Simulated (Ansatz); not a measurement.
The same path of BH3O (5 atoms, charge 0, multiplicity 1) was run twice with different band settings. Lost on the way: B1–H4. Made: O2–H4.

Method: RKS LDA/def2-TZVP (Ansatz).

Relaxed end points:

```xyz
5
Properties=species:S:1:pos:R:3
B 0.368 -0.016 0.074
O 0.576 -0.114 1.397
H -0.243 -0.208 1.917
H 1.351 0.102 -0.614
H -0.755 -0.046 -0.377
```

```xyz
5
Properties=species:S:1:pos:R:3
B -0.031 0.011 -0.548
O 0.635 -0.058 0.772
H 0.310 -0.160 1.754
H 1.606 0.009 0.691
H -1.223 -0.083 -0.272
```

Common settings: movable images 7; climbing image yes; spring 5.0 eV/Å²; start path through a guess of the saddle point; force threshold 0.03 eV/Å; iteration limit 60; end points relaxed.

| run | optimiser |
| --- | --- |
| 1 | quadratic models (default) |
| 2 | fire |

What does each run give, and how far can it be trusted?

Run 1: converged after 11 iterations, highest image 4.766 eV above the first end. Neighbouring images differ by up to 1.4 eV, so the band resolves the path poorly. A vibrational analysis at the climbing image gives one clearly imaginary mode, 1037i cm⁻¹: a first-order saddle point.
Run 2: not converged after 60 iterations, highest image 4.768 eV above the first end. The band didn't meet its force threshold, so its energies are provisional: the largest band force was still 0.67 eV/Å, and over the last iterations the top stayed at 4.77 eV.
The orbitals stay closed-shell, which can raise the energy where a bond breaks towards radicals; this wasn't checked here.
